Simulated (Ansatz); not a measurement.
System: CN, net charge 0, doublet state. 
Geometry from a B3LYP-D3(BJ)/def2-TZVP (Ansatz, an electronic-structure program) optimisation:
SMILES: [C]#N
```xyz
2

C      0.0000     0.0000    -0.6258
N      0.0000     0.0000     0.5364
```
Charge 0, spin multiplicity 2.

Quantity: vertical ionisation energy (to the triplet state of charge +1; each state is the SCF solution reached for its spin; the UHF <S^2> is 2.13 for the triplet (pure: 2.00) and 1.12 for the doublet (pure: 0.75); for the triplet T1 is 0.063; for the doublet T1 is 0.086), in eV. Correlated levels leave the core frozen unless marked. Open shells are spin-unrestricted. Spin-orbit coupling is left out. No relativistic terms. Basis-set limits of correlation are two-point, X^-3; Hartree-Fock from the larger set.

CCSD(T)/CBS(aug-cc-pVTZ,aug-cc-pVQZ) (Ansatz) gives 14.30 eV.

### Question
Another calculation gave 14.32 eV. Which level was it?
(A) wB97X-V/def2-TZVPD (Ansatz)
(B) SVWN5/def2-TZVPD (Ansatz)
(C) PBE/def2-TZVPD (Ansatz)
(D) BHLYP/def2-TZVPD (Ansatz)

### Answer
C, PBE/def2-TZVPD (Ansatz). The others give 14.12 (wB97X-V), 14.64 (SVWN5), 13.85 (BHLYP) eV.
